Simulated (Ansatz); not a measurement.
# AlH₄S+: functionals against CCSD(T) at one geometry

One table from this session's results is given with a row withheld; the runs are named, their logs left out.

Program: Ansatz 0.2.0, Gaussian basis. Level of theory: single points in def2-TZVPP. These are calculated values, not measurements.

Cores are frozen in the correlated methods.

## The starting structure

SMILES `[AlH2][SH2+]`, 6 atoms, charge 1, spin multiplicity 1.

Atoms are counted from 1 here; the program's logs count them from 0.

Bond lengths: Al1–S2 2.432 Å, Al1–H3 1.475 Å, Al1–H4 1.549 Å, S2–H5 1.232 Å, S2–H6 1.499 Å. Angles: S2–Al1–H3 119.1°, S2–Al1–H4 103.2°, H3–Al1–H4 136.2°, Al1–S2–H5 101.7°, Al1–S2–H6 101.0°, H5–S2–H6 85.5°.

As a file:

```xyz
6

Al   -0.1044   -1.1169    0.0146
S    -0.4722    1.2658   -0.3016
H    -1.2628   -2.0299    0.0062
H     1.3725   -1.1894    0.4768
H     0.5615    1.6034   -0.8804
H     0.1752    1.8214    0.9309
```

Set-up of the first run:

run/in.yaml reads:

```yaml
crystal:
  periodic: [false, false, false]
  atoms:
    - {symbol: Al, position_ang: [-0.104400, -1.116900, 0.014600]}
    - {symbol: S, position_ang: [-0.472200, 1.265800, -0.301600]}
    - {symbol: H, position_ang: [-1.262800, -2.029900, 0.006200]}
    - {symbol: H, position_ang: [1.372500, -1.189400, 0.476800]}
    - {symbol: H, position_ang: [0.561500, 1.603400, -0.880400]}
    - {symbol: H, position_ang: [0.175200, 1.821400, 0.930900]}
basis:
  gaussian: {orbitals: def2-TZVPP}
total_charge: 1
correlation: {method: ccsd_t}
output: {forces: true}
```

The command line of these runs was not kept.

Steps of the session up to this table: CCSD(T)/def2-TZVPP; PBE0-D4/def2-TZVPP; wB97M-V/def2-TZVPP; r2SCAN-D4/def2-TZVPP; PBE-D4/def2-TZVPP; CAM-B3LYP-D4/def2-TZVPP; BHLYP-D4/def2-TZVPP.

One table of the session follows, with a row left open; its other results are not shown here.

| method | RMS force component (eV/Å) | angle to CCSD(T) forces (°) |
| --- | --- | --- |
| CCSD(T) | 1.659 | reference |
| PBE0-D4 | 1.697 | 1.6 |
| wB97M-V | 1.658 | 1.8 |
| r2SCAN-D4 | 1.683 | 2.0 |
| PBE-D4 | 1.720 | 6.2 |
| CAM-B3LYP-D4 | 1.661 | 1.4 |
| BHLYP-D4 | ? | ? |

Q: Estimate the row for BHLYP-D4 from the others.

As computed: RMS force component (eV/Å): 1.648; angle to CCSD(T) forces (°): 4.7. In the column «RMS force component (eV/Å)» it is the lowest.
